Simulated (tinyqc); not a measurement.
Worked calculation: extended Hueckel theory, for NH3+. The parameters take no account of the charge, which enters only through the electron count. One step of it, computed by the program tinyqc.

Task: Mulliken analysis. P = C n C^T; charge = valence electrons (H 1, N 5) minus the sum of (P S)_ii on the atom; overlap population = 2 sum P_ij S_ij between two atoms.

coefficients, order 1N 2s, 1N 2px, 1N 2py, 1N 2pz, 2H 1s, 3H 1s, 4H 1s:
$$\begin{pmatrix}
0.716837 & 0.000078 & 0.000000 & 0.124637 & 0.000000 & 0.000039 & 1.394603 \\
0.000016 & 0.632311 & 0.000000 & -0.000017 & 0.000000 & 1.090202 & -0.000243 \\
0.000000 & 0.000000 & 0.632515 & 0.000000 & 1.089642 & 0.000000 & 0.000000 \\
0.022058 & 0.000012 & 0.000000 & 0.979612 & 0.000000 & -0.000025 & -0.367590 \\
0.166778 & 0.438694 & 0.000000 & -0.043589 & 0.000000 & -1.064601 & -0.762224 \\
0.166739 & -0.219415 & 0.379939 & -0.043550 & -0.921868 & 0.532352 & -0.762002 \\
0.166739 & -0.219415 & -0.379939 & -0.043550 & 0.921868 & 0.532352 & -0.762002
\end{pmatrix}$$

occupations: [2.000000, 2.000000, 2.000000, 1.000000, 0.000000, 0.000000, 0.000000]

overlap S, order 1N 2s, 1N 2px, 1N 2py, 1N 2pz, 2H 1s, 3H 1s, 4H 1s:
$$\begin{pmatrix}
1.000000 & 0.000000 & 0.000000 & 0.000000 & 0.518067 & 0.517990 & 0.517990 \\
0.000000 & 1.000000 & 0.000000 & 0.000000 & 0.443956 & -0.222173 & -0.222173 \\
0.000000 & 0.000000 & 1.000000 & 0.000000 & 0.000000 & 0.384326 & -0.384326 \\
0.000000 & 0.000000 & 0.000000 & 1.000000 & -0.131686 & -0.131658 & -0.131658 \\
0.518067 & 0.443956 & 0.000000 & -0.131686 & 1.000000 & 0.201462 & 0.201462 \\
0.517990 & -0.222173 & 0.384326 & -0.131658 & 0.201462 & 1.000000 & 0.201668 \\
0.517990 & -0.222173 & -0.384326 & -0.131658 & 0.201462 & 0.201668 & 1.000000
\end{pmatrix}$$

Give: charges; Overlap populations.

Result:

charges: 1N 0.2803, 2H 0.2399, 3H 0.2399, 4H 0.2399

Overlap populations:
```
pair      value
2-1    0.744094
3-1    0.744024
3-2   -0.054393
4-1    0.744024
4-2   -0.054393
4-3   -0.054419
```
